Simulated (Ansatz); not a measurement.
**SiNH (singlet): from Hartree-Fock to the top rungs at scale of all distances = 1.120, 6-31G**

Aim: climb from Hartree-Fock through coupled cluster and multireference methods for SiNH (singlet) at one geometry and basis, and see what each rung misses.

Computed with Ansatz 0.2.0, Gaussian basis. Level: 6-31G, core rule «outside noble gas», up to 6 orbitals frozen.

To be run: UHF; CCSD(T) on RHF; CCSD(T) on UHF; BCCD(T) on RHF; CISD; CCSDT(Q) on RHF; CCSDT(Q) on UHF; CISDTQ; CCSDTQ on RHF; CASSCF and MRCISD+Q, 2 electrons in 2 orbitals; CASSCF and NEVPT2, 2 electrons in 2 orbitals; CASSCF and MRCISD+Q, 10 electrons in 9 orbitals; CASSCF and NEVPT2, 10 electrons in 9 orbitals; Full CI.

17 further runs of the same task are left out: 3 for a known fault of the program, 13 that didn't finish, 1 set aside as unsound or not needed.

### Step 1. The system

The geometry derives from a PBE0/def2-TZVP stationary point (not a proven minimum). All distances are scaled together.

3 atoms, charge 0, spin multiplicity 1.

Atoms are counted from 1 here; the program's logs count them from 0.

Bond lengths: Si1–N2 1.731 Å, N2–H3 1.120 Å. Angles: Si1–N2–H3 180.0°.

### Step 2. UHF

File in.yaml:

```yaml
crystal:
  periodic: [false, false, false]
  atoms:
    - {symbol: Si, position_ang: [0.000000, 0.000000, -1.527266]}
    - {symbol: N, position_ang: [0.000000, 0.000000, 0.203848]}
    - {symbol: H, position_ang: [0.000000, 0.000000, 1.323418]}
basis:
  gaussian: {orbitals: 6-31G}
magnetization: {spin_polarized: true, initial_magnetization: 0}
hamiltonian: {xc: hf}
output: {orbitals: {seedname: orbitals}}
```

The run is started by

```sh
ansatz run in.yaml --threads 1 --pin off --events-out ev --progress --plain --max-ram 2393MiB
```

The runs that follow: CCSD(T) on RHF; CCSD(T) on UHF; BCCD(T) on RHF; CISD; CCSDT(Q) on RHF; CCSDT(Q) on UHF; CISDTQ; CCSDTQ on RHF; CASSCF and MRCISD+Q, 2 electrons in 2 orbitals; CASSCF and NEVPT2, 2 electrons in 2 orbitals; CASSCF and MRCISD+Q, 10 electrons in 9 orbitals; CASSCF and NEVPT2, 10 electrons in 9 orbitals; Full CI.

Q: Predict the results of all the runs planned. Wanted: FCI below the RHF energy; RMP2 from FCI; RCCSD from FCI; RCCSD(T) from FCI; RCCSDT(Q) from FCI; NEVPT2 pair from FCI; MRCISD+Q pair from FCI; NEVPT2 valence from FCI; T1 diagnostic.

The runs gave:

| quantity | value |
| --- | --- |
| FCI below the RHF energy | -5.8054 eV |
| RMP2 from FCI | +7.33 kcal/mol |
| RCCSD from FCI | +8.79 kcal/mol |
| RCCSD(T) from FCI | +1.01 kcal/mol |
| RCCSDT(Q) from FCI | -0.19 kcal/mol |
| NEVPT2 pair from FCI | +16.85 kcal/mol |
| MRCISD+Q pair from FCI | +6.54 kcal/mol |
| NEVPT2 valence from FCI | +10.31 kcal/mol |
| levels within 1 kcal/mol (43 meV) | RCCSDT, RCCSDT(Q), RCCSDTQ |
| T1 diagnostic | 0.038 |
| effectively unpaired electrons | 0.21 |

**Reading.** RCCSD(T) lands +1.01 kcal/mol from the yardstick (0.8 % of the correlation energy). RCCSDT(Q) falls below full CI, which methods that aren't variational can do. The occupations show some static correlation. Of the multireference levels listed MRCISD+Q valence comes nearest in total energy (+2.00 kcal/mol), which doesn't show that its space is the better one. These misses are within one basis, not against nature.
